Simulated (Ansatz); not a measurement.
A made-up structure of CH$_{3}$LiN (charge -1), closed shell:

| atom | x (Å) | y (Å) | z (Å) |
| --- | --- | --- | --- |
| Li1 | -2.2044 | -0.5510 | 0.3130 |
| C2 | 0.6594 | 0.4343 | 0.1782 |
| N3 | -0.2368 | -0.5750 | 0.0166 |
| H4 | 0.0604 | -1.1186 | -0.7937 |
| H5 | 1.3760 | 0.7148 | -0.5508 |
| H6 | 0.4491 | 1.1911 | 0.8899 |

It is relaxed with PBE-D4/def2-SVPD and then PBE0-D4/def2-TZVPD (Ansatz 0.2.0). Atoms count as bonded within 1.22 times the sum of their covalent radii (H–H: 0.88 Å). The end point is not checked to be a true minimum.

Q: Does its bonding change? (Judge from chemistry; the calculation decides.)

A: By the calculation: No: no bond forms or breaks.

Where it ends: The first stage lowers the energy by 0.21 eV in 8 steps. It ends as CH₃LiN ([Li][NH][CH2]), total charge -1:
```xyz
6
angstrom
Li -2.1394 -0.7558 0.4806
C 0.5903 0.5102 0.0922
N -0.3305 -0.3574 -0.1727
H -0.0042 -1.0626 -0.8354
H 1.5909 0.4776 -0.3424
H 0.3968 1.2835 0.8310
```

Labels in which every atom is bracketed show which atoms are joined, not bond orders.

For scale, one of the runs: PBE0-D4/def2-TZVPD relaxation, 118 basis functions, launched by `ansatz run in.yaml --threads 2 --pin off --events-out ev --progress --plain --max-ram 4352MiB`. Hardware: 2 CPU threads of an Arm Neoverse V2, shared host. Wall time about 30 s.
